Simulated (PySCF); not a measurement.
C₂H₃N.
Atom-mapped SMILES: `[C-:1]#[N+:2][CH3:3]` (hydrogens: H4, H5, H6 on C3)

Linear response at CAM-B3LYP/def2-SVPD (PySCF, frozen core in the response, non-relativistic). Geometry: PBE0-D3(BJ)/def2-SVP; no solvent, vibrations or thermal averaging.

Static isotropic polarisability: 30.10 au (4.46 Å³), principal values 24.8, 24.8, 40.8 au.

Q: What is the polarisability at 1064 nm and at the sodium D line?

A: 30.33 au at 1064 nm (+0.8 %), 30.86 au at 589.3 nm (+2.5 %). The rise at 589.3 nm is 3.35 times that at 1064 nm; a pure ω² law gives 3.26. The lowest singlet lies at 156 nm, shorter than both wavelengths.

Q: What is the isotropic C6 coefficient between two such molecules, C6 = (3/π)∫α(iω)² dω?

A: 385.7 au (Eh·bohr⁶) by a ten-point quadrature over imaginary frequencies, which is 230 eV·Å⁶ or 22.2 J·nm⁶/mol.

Q: Which effective excitation energy ω̄ makes London's formula C6 = (3/4)α²ω̄ exact here?

A: ω̄ = 4·C6/(3α²) = 0.568 Eh = 15.4 eV. A one-pole form α(ω) = α/(1 − ω²/ω̄²) fitted to the 1064 nm value gives 13.5 eV. London's choice of the ionisation energy (11.41 eV, ΔSCF at the same level) gives C6 = 285 au, 26 % too low.

Q: What n − 1 at the D line would an ideal gas of it have at 273.15 K and 1 atm (2.6868 × 10¹⁹ cm⁻³), by n − 1 = 2π·N·α′?

A: 7.72 × 10⁻⁴, a formal value whether or not that pressure can be reached.

Q: The lowest 6 singlets have (eV, f): 7.96, 0.000; 8.19, 0.076; 8.19, 0.076; 8.27, 0.000; 8.27, 0.000; 8.71, 0.025. What share of the static polarisability do they carry in the sum over states α = Σ f/ω²?

A: 1.94 au, 6.4 % of α; the largest term, 0.84 au, is that of the state at 8.19 eV. Their oscillator strengths add up to 0.18. Higher states carry the rest.

Q: How many electrons N does the Slater–Kirkwood formula C6 = (3/4)·√N·α^(3/2) need to give this C6?

A: N = (4·C6/3)²/α³ = 9.7; the species has 22 electrons in all.

Rough CPU time on one thread of a shared machine: about 6 s. This is the whole response run at CAM-B3LYP/def2-SVPD, SCF included.
